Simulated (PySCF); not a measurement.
Task: Write Cartesian coordinates for `C#CC(F)(F)F` (3,3,3-trifluoroprop-1-yne) as optimised with PBE0-D3(BJ)/def2-TZVP.

Result: 
```
atom  x, y, z in Å
C1     1.582   -0.210   -0.707
C2     0.498   -0.067   -0.224
C3    -0.828    0.111    0.365
F4    -1.767   -0.491   -0.368
F5    -0.882   -0.404    1.595
F6    -1.147    1.404    0.451
H7     2.548   -0.338   -1.139
```

Orientation and origin are arbitrary. Atoms count from 1 in this order. The 2 C–C bonds span 1.195 Å (C1≡C2, drawn triple) to 1.461 Å (C2–C3, drawn single), a spread of 0.266 Å. All 3 C–F bonds measure 1.335 Å.

Bonds between heavy atoms (Å): C1≡C2 1.195, C2–C3 1.461, C3–F4 1.335, C3–F5 1.335, C3–F6 1.335.

Method: PBE0-D3(BJ)/def2-TZVP geometry optimisation, gas phase (PySCF).

Point group: C3v (tolerance 0.08 Å). No PBE0-D3(BJ)/def2-TZVP frequencies stand behind this structure, so it isn't proved a minimum.
